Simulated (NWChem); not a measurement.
Everything below was run with NWChem. System: ethylamine (C₂H₇N), charge 0, spin multiplicity 1, at a geometry optimised with PBE/def2-SVP. Level: MP2/def2-SVP, 3 core orbitals frozen.

Part of the output:

```
             Northwest Computational Chemistry Package (NWChem) 7.3.0
             --------------------------------------------------------

                                NWChem Input Module
                                -------------------

 Scaling coordinates for geometry "geometry" by  1.889725989
 (inverse scale =  0.529177249)

                             Geometry "geometry" -> ""
                             -------------------------

 Output coordinates in angstroms (scale by  1.889725989 to convert to a.u.)

  No.       Tag          Charge          X              Y              Z
 ---- ---------------- ---------- -------------- -------------- --------------
    1 C                    6.0000     1.19092800     0.44521300     0.01399900
    2 C                    6.0000     0.03947000    -0.55094500    -0.09841700
    3 N                    7.0000    -1.25011700     0.13404000    -0.00570400
    4 H                    1.0000     2.17281100    -0.05404200    -0.11248600
    5 H                    1.0000     1.09309000     1.23964100    -0.75303900
    6 H                    1.0000     1.19626300     0.93988500     1.00908000
    7 H                    1.0000     0.19287700    -1.36624900     0.65779800
    8 H                    1.0000     0.08783800    -1.05153000    -1.09072900
    9 H                    1.0000    -2.01633400    -0.54482800    -0.10144900
   10 H                    1.0000    -1.35811800     0.53323800     0.93726200

 Effective nuclear repulsion energy (a.u.)      82.3778764896

            Nuclear Dipole moment (a.u.)
            ----------------------------
        X                 Y               Z
 ---------------- ---------------- ----------------
    -0.0000075589     0.0000056692     0.0000018897


 Summary of "ao basis" -> "" (spherical)
 ------------------------------------------------------------------------------
       Tag                 Description            Shells   Functions and Types
 ---------------- ------------------------------  ------  ---------------------
 *                          def2-svp                  on all atoms

 Summary of "ao basis" -> "ao basis" (spherical)
 ------------------------------------------------------------------------------
       Tag                 Description            Shells   Functions and Types
 ---------------- ------------------------------  ------  ---------------------
 C                          def2-svp                 6       14   3s2p1d
 N                          def2-svp                 6       14   3s2p1d
 H                          def2-svp                 3        5   2s1p

                                 NWChem SCF Module
                                 -----------------

  ao basis        = "ao basis"
  functions       =    77
  atoms           =    10
  closed shells   =    13
  open shells     =     0
  charge          =   0.00
  wavefunction    = RHF
  use symmetry    = F
  symmetry adapt  = F

 Summary of "ao basis" -> "ao basis" (spherical)
 ------------------------------------------------------------------------------
       Tag                 Description            Shells   Functions and Types
 ---------------- ------------------------------  ------  ---------------------
 C                          def2-svp                 6       14   3s2p1d
 N                          def2-svp                 6       14   3s2p1d
 H                          def2-svp                 3        5   2s1p

 Forming initial guess at       0.0s

      Superposition of Atomic Density Guess
      -------------------------------------

 Sum of atomic energies:        -132.98875570

      Non-variational initial energy
      ------------------------------

 Total energy =    -134.894613
 1-e energy   =    -340.494146
 2-e energy   =     123.221657
 HOMO         =      -0.312299
 LUMO         =       0.091038

 Starting SCF solution at       0.4s

 ----------------------------------------------
         Quadratically convergent ROHF

 Convergence threshold     :          1.000E-07
 Maximum no. of iterations :          100
 Final Fock-matrix accuracy:          1.000E-09
 ----------------------------------------------

              iter       energy          gnorm     gmax       time
[...]
    20     -0.263929   2 C  pz                6      0.250749   1 C  pz
    19     -0.171108   2 C  py               33     -0.163819   3 N  py
    64      0.152939   8 H  s

 Vector   13  Occ=2.000000D+00  E=-3.877269D-01
              MO Center= -9.0D-01, -3.4D-03, -4.5D-02, r^2= 1.7D+00
   Bfn.  Coefficient  Atom+Function         Bfn.  Coefficient  Atom+Function
  ----- ------------  ---------------      ----- ------------  ---------------
    34     -0.352554   3 N  pz               33      0.350135   3 N  py
    36     -0.306554   3 N  py               37      0.302981   3 N  pz
    31     -0.254550   3 N  s                58     -0.238979   7 H  s
    59     -0.156851   7 H  s                30     -0.153387   3 N  s

 Vector   14  Occ=0.000000D+00  E= 1.732589D-01
              MO Center= -2.5D-01, -3.1D-01,  3.8D-01, r^2= 6.7D+00
   Bfn.  Coefficient  Atom+Function         Bfn.  Coefficient  Atom+Function
  ----- ------------  ---------------      ----- ------------  ---------------
    17      1.306892   2 C  s                 3      1.285022   1 C  s
    59     -0.880910   7 H  s                31      0.853907   3 N  s
    54     -0.709852   6 H  s                64     -0.707291   8 H  s
    44     -0.694007   4 H  s                69     -0.695830   9 H  s
    74     -0.653807  10 H  s                49     -0.475714   5 H  s

 Vector   15  Occ=0.000000D+00  E= 2.151924D-01
              MO Center=  8.3D-02,  1.6D-01,  4.9D-02, r^2= 8.0D+00
   Bfn.  Coefficient  Atom+Function         Bfn.  Coefficient  Atom+Function
  ----- ------------  ---------------      ----- ------------  ---------------
     3      2.562069   1 C  s                31     -1.098052   3 N  s
    44     -1.046397   4 H  s                49     -1.041056   5 H  s
    54     -0.994593   6 H  s                69      0.929442   9 H  s
    74      0.529038  10 H  s                21     -0.414585   2 C  px
    36      0.262286   3 N  py               64     -0.235219   8 H  s

 Vector   16  Occ=0.000000D+00  E= 2.239421D-01
              MO Center= -1.0D-01, -1.8D-01,  5.3D-02, r^2= 6.6D+00
   Bfn.  Coefficient  Atom+Function         Bfn.  Coefficient  Atom+Function
  ----- ------------  ---------------      ----- ------------  ---------------
    17      1.871206   2 C  s                64     -1.554946   8 H  s
    54      1.070589   6 H  s                 3     -1.011246   1 C  s
    74      0.981521  10 H  s                31     -0.618765   3 N  s
    23     -0.451058   2 C  pz               59     -0.420143   7 H  s
     9     -0.379999   1 C  pz                7      0.355326   1 C  px

 center of mass
 --------------
 x =  -0.05710403 y =   0.01266272 z =  -0.02273889

 moments of inertia (a.u.)
 ------------------
          59.092936418961         -22.009915872619           2.384847485194
         -22.009915872619         201.911617814035          -5.531971089150
           2.384847485194          -5.531971089150         230.623573858867

  Mulliken analysis of the total density
  --------------------------------------

    Atom       Charge   Shell Charges
 -----------   ------   -------------------------------------------------------
    1 C    6     6.08   1.99  0.86  0.24  2.03  0.93  0.04
    2 C    6     5.93   1.99  0.88  0.20  1.99  0.80  0.06
    3 N    7     7.37   1.99  0.97  0.53  2.35  1.51  0.02
    4 H    1     0.97   0.75  0.19  0.02
    5 H    1     0.95   0.75  0.18  0.02
    6 H    1     0.97   0.75  0.20  0.02
    7 H    1     0.99   0.77  0.20  0.02
    8 H    1     0.97   0.76  0.19  0.02
    9 H    1     0.88   0.72  0.11  0.05
   10 H    1     0.89   0.72  0.12  0.05

       Multipole analysis of the density wrt the origin
       ------------------------------------------------

     L   x y z        total         open         nuclear
     -   - - -        -----         ----         -------
     0   0 0 0     -0.000000      0.000000     26.000000

     1   1 0 0     -0.021918      0.000000     -0.000008
     1   0 1 0     -0.395960      0.000000      0.000006
     1   0 0 1      0.397651      0.000000      0.000002

     2   2 0 0    -14.842981      0.000000    116.990762
     2   1 1 0      1.164345      0.000000     15.206677
     2   1 0 1     -1.282390      0.000000     -2.753567
     2   0 2 0    -15.848939      0.000000     32.542549
     2   0 1 1      0.911947      0.000000      4.219755
     2   0 0 2    -15.148981      0.000000     14.886418

                   NWChem MP2 Semi-direct Energy/Gradient Module
                   ---------------------------------------------

  Basis functions       =     77
  Molecular orbitals    =     77
  Frozen core           =      3
  Frozen virtuals       =      0
  Active alpha occupied =     10
  Active beta occupied  =     10
  Active alpha virtual  =     64
  Active beta virtual   =     64
  Use MO symmetry       = F
  Use skeleton AO sym   = F

  AO/Fock/Back tols     =   1.0D-09  1.0D-09  1.0D-09

 GA uses MA = F    GA memory limited = T

 Available:
  local mem=  1.26D+08
 global mem=  1.44D+08
 local disk=  0.00D+00
  mp2_memr nvloc                    64
  nvloc new                    64
   1 passes of  10:        3145728                      28415                   6529513.
   1 passes of  10: M    126153688           G      144167342           F     123007960.

 Semi-direct pass number   1 of   1  for RHF alpha+beta  at        0.9s
  vrange nnbf                  2996
  mp2_eaftype                    24  avail_ma_in_mb                  1099
 EAF : mp2_eaftype filesize          24    3264756.
  mp2_eaf for mointskh                     24
Node 0 wrote     15.3 Mb in      0.0 s     Agg I/O rate:  4358.7 Mb/s
 Done moints_semi at        1.5s
  mp2_eaftype                    24  avail_ma_in_mb                  1075
 EAF : mp2_eaftype filesize          24    3264756.
  mp2_eaf for kh                    24
 Done maket at        1.5s
 Done multipass loop at        1.5s

          -------------------------------------------
          SCF energy                -134.153380662931
          Correlation energy          -0.469370667299
          Singlet pairs               -0.311516945309
          Triplet pairs               -0.157853721990
          Total MP2 energy          -134.622751330230
          -------------------------------------------

          ---------------------------------------------------
                    Spin Component Scaled (SCS) MP2
          Same spin pairs                     -0.105235814660
          Same spin scaling factor             0.333333333333
          Opposite spin pairs                 -0.364134852639
          Opposite spin scaling fact.          1.200000000000
          SCS-MP2 correlation energy          -0.472040428054
          Total SCS-MP2 energy              -134.625421090985
          ---------------------------------------------------

 -----------------------
 Performance information
 -----------------------

 Timer overhead =  1.51D-07 seconds/call

               Nr. of calls         CPU time (s)                 Wall time (s)                GFlops
             ---------------    -------------------     ------------------------------   -------------------
Name         Min   Avg   Max    Min     Avg     Max     Min     Avg     Max   Mx/calls   Min     Max     Sum
mp2: moin     1     1     1   0.62    0.62    0.62     0.62    0.62    0.62    0.62      0.0     0.0     0.0
mp2: make     1     1     1   5.79E-2 5.79E-2 5.79E-2  5.79E-2 5.79E-2 5.79E-2 5.79E-2   0.0     0.0     0.0
mp2: tota     1     1     1   0.69    0.69    0.69     0.69    0.69    0.69    0.69      0.0     0.0     0.0

 The average no. of pstat calls per process was 3.00D+00
 with a timing overhead of 4.52D-07s

 Task  times  cpu:        1.5s     wall:        1.5s

 Total times  cpu:        1.5s     wall:        1.5s
```

Problem. Write an NWChem input that would produce this output.

Solution. One answer among several that fit: 
```
start mol
memory heap 200 mb stack 900 mb global 1100 mb
geometry units angstroms nocenter noautoz noautosym
  C      1.190928     0.445213     0.013999
  C      0.039470    -0.550945    -0.098417
  N     -1.250117     0.134040    -0.005704
  H      2.172811    -0.054042    -0.112486
  H      1.093090     1.239641    -0.753039
  H      1.196263     0.939885     1.009080
  H      0.192877    -1.366249     0.657798
  H      0.087838    -1.051530    -1.090729
  H     -2.016334    -0.544828    -0.101449
  H     -1.358118     0.533238     0.937262
end
basis spherical
  * library def2-svp
end
scf
  rhf
  nopen 0
  maxiter 100
  thresh 1e-7
  semidirect memsize 60000000 filesize 0
end
mp2
  freeze core 3
end
task mp2 energy
```
